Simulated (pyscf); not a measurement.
Concerted two-bond exchange: HO–Si(F)(F)–F + H• → •O–SiH(F)–F + HF

Gas phase, doublet surface, charge 0. Bonds broken: O1–H6, Si2–F3. Bonds formed: Si2–H7, F3–H6. Optimised with ωB97X-D3(BJ)/def2-SVP in PySCF.

Transition state (Å):

```xyz
7

O      0.9512     1.0669     1.1216
Si     0.0060     0.1383     0.1860
F     -0.2471     1.8193    -0.6137
F      0.4790    -0.6384    -1.1292
F     -1.5364    -0.1823     0.4587
H      0.4503     1.9484     0.2365
H      0.7231    -0.7809     1.3594
```

One imaginary mode, 1131i cm⁻¹; descent along it reached the two sides named.

| bond | change | reactant side (Å) | saddle | product side |
|---|---|---|---|---|
| O1–H6 | breaks | 0.962 | 1.346 | 2.164 |
| Si2–F3 | breaks | 1.601 | 1.879 | 2.7 |
| Si2–H7 | forms | 3.8 | 1.654 | 1.475 |
| F3–H6 | forms | 3.0 | 1.107 | 0.929 |

Electronic energies relative to the separated reactants (eV):

```
level                   barrier  reaction energy  reverse barrier
----------------------  -------  ---------------  ---------------
ωB97X-D3(BJ)/def2-TZVP     2.86            +2.19             0.66
PBE/def2-TZVP              2.30            +2.22             0.08
r²SCAN/def2-TZVP           2.48            +2.24             0.24
B3LYP-D3(BJ)/def2-TZVP     2.65            +2.08             0.57
PBE0-D3(BJ)/def2-TZVP      2.67            +2.22             0.45
M06-2X/def2-TZVP           3.00            +2.41             0.59
ωB97M-D3(BJ)/def2-TZVP     2.85            +2.23             0.63
HF/def2-TZVP               4.16            +1.83             2.32
```

With ωB97M-D3(BJ)/def2-TZVP energies and thermal terms (ideal gas, 1 atm, RRHO with modes under 100 cm⁻¹ raised to 100, one conformer, R ln 2 for chiral ones without a mode under 150 cm⁻¹), in eV:

```csv
T (K),ΔH‡,ΔG‡,ΔH,ΔG
298,2.80,3.14,+2.31,+2.20
600,2.76,3.50,+2.27,+2.10
900,2.74,3.87,+2.23,+2.03
1200,2.73,4.25,+2.19,+1.97
```

This saddle turned up in a search for another step; its sides and bond changes are read from the two ends of the descent. The same reactants have a lower exit, to F–Si•(F)–F + H₂O (barrier +1.48 eV at ωB97M-D3(BJ)/def2-TZVP, against +2.85 eV here). •O–SiH(F)–F lies 1.02 eV over its isomer HO–Si•(F)–F (electronic energy, ωB97M-D3(BJ)/def2-TZVP). This is the saddle that the search found; another between the same sides may lie lower.
